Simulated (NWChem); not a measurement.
# carbon disulfide (CS2); SMILES S=C=S

Task: Give the equilibrium geometry at B3LYP/6-31G* (spherical d) (NWChem) as a list of bonds and angles, with the point group.

Result: point group D*h; any orientation.
Bond lengths (Å): S1–C2 1.563, C2–S3 1.563. Bond angles (°): S1–C2–S3 180.0.
